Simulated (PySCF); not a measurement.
Coordinates in bohr (charge -1 multiplicity 1):
```
Cl    0.0000    0.0000    0.0000
H     0.0000    0.0000    2.9340
H     0.0000    0.0000   -2.9340
H     2.9340    0.0000    0.0000
H     0.0000    2.9340    0.0000
H    -2.9340    0.0000    0.0000
H     0.0000   -2.9340    0.0000
```

These are results of PySCF, PBE0, basis Cl def2-TZVPD, H def2-TZVPD (no relativity, density fitting), not measurements.

This geometry of [ClH6]- is a stationary point at this level.

Question: What is the point group?

Answer: Oh.

Question: Is it a minimum?

Answer: Yes: all harmonic wavenumbers are real.

Question: What are the dipole moment and the gap between the highest occupied and lowest empty levels?

Answer: 0.00 D about the centre of mass and 3.73 eV.

Question: Give the atomic charges and bond orders.

Answer: 
```json
{"atom": "Cl1", "Mulliken": "-3.80", "Löwdin": "-0.23", "polar tensor": "1.92", "Mayer order to Cl1": "–"}
{"atom": "H2,3,4,5,6,7", "Mulliken": "0.47", "Löwdin": "-0.13", "polar tensor": "-0.49", "Mayer order to Cl1": "0.60"}
```

Question: Give the ideal-gas entropy at 298.15 K and 1 bar by parts.

Answer: translation 155.2, rotation 50.5, vibration 9.6, spin 0.0; total 215.2 J/(mol K).

This need not be the most stable arrangement of these atoms. The lowest empty level of this anion is unbound, so it and the gap depend on the basis.
